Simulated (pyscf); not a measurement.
F–CH(F)–CH₂–CH₂–Cl → H₃C–CH₂–Cl + F–C:–F [singlet] (1,1-elimination; singlet surface; C–C, C–H broken, C–H formed). Optimised with ωB97X-D3(BJ)/def2-SVP in PySCF. Energies in kcal/mol from the reactant's lowest minimum found.

| level | barrier | reaction energy |
|---|---|---|
| ωB97X-D3(BJ)/def2-TZVP | [?] | +61.3 |
| PBE/def2-TZVP | 117.1 | +59.6 |
| r²SCAN/def2-TZVP | 122.7 | +62.8 |
| PBE0-D3(BJ)/def2-TZVP | [?] | [?] |
| ωB97M-D3(BJ)/def2-TZVP | 125.1 | +58.4 |
| HF/def2-TZVP | 139.9 | +53.0 |

Q: Complete the blanks.

A: 
- ωB97X-D3(BJ)/def2-TZVP, barrier: 127.3
- PBE0-D3(BJ)/def2-TZVP, barrier: 124.2
- PBE0-D3(BJ)/def2-TZVP, reaction energy: +64.9

The functionals in the table span 10.1 kcal/mol in this barrier, from PBE to ωB97X-D3(BJ). The same reactants have a lower exit, to •H₂C–CH₂–CH(F)–F + Cl• (no saddle counted: cutting one bond costs +87.7 kcal/mol at ωB97M-D3(BJ), against +125.1 kcal/mol here). One saddle was located; it need not be the lowest between these sides.
